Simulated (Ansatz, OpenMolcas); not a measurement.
A small benchmark: atomisation enthalpy at 298 K

8 molecules with open shells; the atomisation enthalpy at 298 K in kJ/mol, computed less measured. Shapes, held fixed at every level: PBE0-D4/def2-TZVP. Flexible molecules stand in one conformer, not always the lowest. Thermal terms are harmonic and unscaled (PBE0-D4/def2-TZVP); the spin-orbit lowering of the free atoms is taken from their spectra. Programs: Ansatz 0.2.0, OpenMolcas 26.06. Measured values: Active Thermochemical Tables.

Levels: A = HF/3-21G; B = PBE-D4/def2-TZVPP; C = wB97X-V/def2-TZVPP; D = B2PLYP/def2-TZVPP.

| molecule | from tabulated heats | A | B | C | D |
| --- | --- | --- | --- | --- | --- |
| N2H (dinitrogen monohydride) | 913 | -728 | +94 | +25 | +7 |
| C2HO (ethynyloxy radical) | 1723 | -759 | +127 | +1 | +1 |
| CH2N (SMILES C=[N]) | 1387 | -584 | +68 | +9 | -3 |
| CH3 (methyl radical) | 1224 | -310 | +11 | -5 | -5 |
| N2H3 (hydrazinyl radical) | 1374 | -811 | +86 | +29 | +1 |
| C2H3O (acetyl radical) | 2347 | -879 | +95 | +4 | -12 |
| C3H3 (cyclopropenyl radical) | 2318 | -843 | +110 | +7 | -13 |
| C3H3 (propargyl radical) | 2453 | -746 | +99 | -12 | -11 |

**Question.** Sum up the errors.

**Answer.** 
```
             level                    kind  mean error  mean absolute error                    worst case
          HF/3-21G            Hartree–Fock      -707.5                707.5                         C2H3O
 PBE-D4/def2-TZVPP                     GGA       +86.2                 86.2                          C2HO
wB97X-V/def2-TZVPP  range-separated hybrid        +7.2                 11.5                          N2H3
 B2PLYP/def2-TZVPP           double hybrid        -4.4                  6.6  C3H3 (cyclopropenyl radical)
```

On this set B2PLYP/def2-TZVPP has the smallest mean absolute error and HF/3-21G the largest. HF/3-21G is too low in 8 of 8; PBE-D4/def2-TZVPP is too high in 8 of 8; wB97X-V/def2-TZVPP is too high in 6 of 8. Heats of the atoms come from ATcT where it has them. The levels differ in basis as well as in method. Hartree–Fock lacks correlation and underbinds. Spin contamination: N2H (⟨S²⟩ up to 0.87), C2HO (⟨S²⟩ up to 0.89), CH2N (⟨S²⟩ up to 0.98), C3H3 (propargyl radical) (⟨S²⟩ up to 1.00). Open shells run unrestricted. The set is small.
